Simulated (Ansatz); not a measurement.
The first iterations of a band of FH + H2Si (5 atoms, charge 0, multiplicity 1).

Level of theory: Ansatz 0.2.0, UKS B3LYP/def2-SVP.

```
movable images  : 7
climbing image  : yes
spring          : 5.0 eV/Å²
optimiser       : quadratic models (default)
start path      : through a guess of the saddle point
force threshold : 0.05 eV/Å
iteration limit : 60
end points      : relaxed
```

Image 0:

```xyz
5
Properties=species:S:1:pos:R:3
Si -0.720 0.038 0.645
H 0.361 -1.360 -1.224
F 0.719 -0.531 -0.982
H 0.466 0.422 1.527
H -0.826 1.432 0.034
```

Image 8:

```xyz
5
Properties=species:S:1:pos:R:3
Si -0.033 -0.008 0.024
H -0.603 -1.324 -0.370
F 1.271 0.292 -0.904
H 0.395 -0.034 1.448
H -1.030 1.074 -0.197
```

| iteration | highest image above the first end (eV) | largest band force component (eV/Å) |
| --- | --- | --- |
| 1 | 0.550 | 2.582 |
| 2 | 0.654 | 2.168 |

Q: Does the band converge within its limit, and where does its top end?

A: The forces met the threshold. It ended after 6 iterations with the highest image 0.360 eV above the first end. Neighbouring images differ by up to 1.3 eV, so the band resolves the path poorly. A vibrational analysis at the climbing image gives one clearly imaginary mode, 1182i cm⁻¹: a first-order saddle point. The orbitals stay closed-shell, which can raise the energy where a bond breaks towards radicals; this wasn't checked here.

Run time: 67 s on 1 thread of Arm Neoverse V1, on a shared host, peak memory 0.11 GiB.
